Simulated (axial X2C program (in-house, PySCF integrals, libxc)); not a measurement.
**NaLi: properties at the nuclei**

Wanted for NaLi: properties at the nuclei, at the two-component level.

Method: two-component X2C with atomic mean-field terms, Na dyall-cv3z, Li dyall-cv3z; program: an in-house X2C program for linear molecules on PySCF integrals.

All values are calculated.

**1. The job**

task.json reads:

```json
{
 "zs": [
  11,
  3
 ],
 "q": 0,
 "bas": [
  "dyall-cv3z",
  "dyall-cv3z"
 ],
 "r0": 2.88,
 "levels": [
  "PBE0",
  "HF",
  "BHandHLYP",
  "PBE50",
  "PBE"
 ],
 "nst": 3
}
```

Keys: zs atomic numbers; q charge; bas basis sets; r0 starting distance in Å; levels methods (HF also brings MP2); nst determinants followed.

Launch:

```console
> python soeom.py task.json out
```

Further steps of the session: Expectation values, lowest determinant; Expectation values, a higher determinant; Expectation values, a higher determinant.

Before running it: what results should come out? Wanted: lowest determinant; qzz Na; qzz Li; μ; higher determinant; Eeff magnitude; Ws magnitude Na; A∥/gI Na (for each run or level that gives them).

**Answer**, as computed:

| quantity | value |
| --- | --- |
| lowest determinant | Ω = 0 (closed shell) |
| qzz Na (a.u.), PBE0 | -0.03 |
| qzz Li (a.u.), PBE0 | 0.00 |
| μ (D), PBE0 | -0.36 |
| higher determinant | Ω = 1 (excess of +ω over −ω: 2 × ω = 1/2) |
| Eeff magnitude (GV/cm), PBE0, higher determinant | 0.00651 |
| Ws magnitude Na (kHz), PBE0, higher determinant | 0.0026 |
| A∥/gI Na (MHz), PBE0, higher determinant | 310 |
| qzz Na (a.u.), PBE0, higher determinant | -0.06 |
| higher determinant | Ω = 2 (excess of +ω over −ω: ω = 1/2, ω = 3/2) |
| Eeff magnitude (GV/cm), PBE0, higher determinant | 0.0141 |
| Ws magnitude Na (kHz), PBE0, higher determinant | 0.00281 |
| A∥/gI Na (MHz), PBE0, higher determinant | 97.5 |
| qzz Na (a.u.), PBE0, higher determinant | 0.05 |

What this shows: The expectation values come from single determinants, which for open shells can mix terms of unlike spin or miss the lowest Ω, so a determinant need not be a state. Eeff is the effective electric field on the electron dipole moment in this Ω state and Ws the scalar–pseudoscalar constant (defined with the proton number Z and per Ω); A∥ is the parallel hyperfine constant, which follows by multiplying with the nuclear g factor gI = μI/(I μN); qzz is the electric field gradient, eQq0 = 234.96 MHz × Q/barn × qzz; μ is positive if Li is the positive end. The operators were transformed with the bare-nucleus X2C matrices.
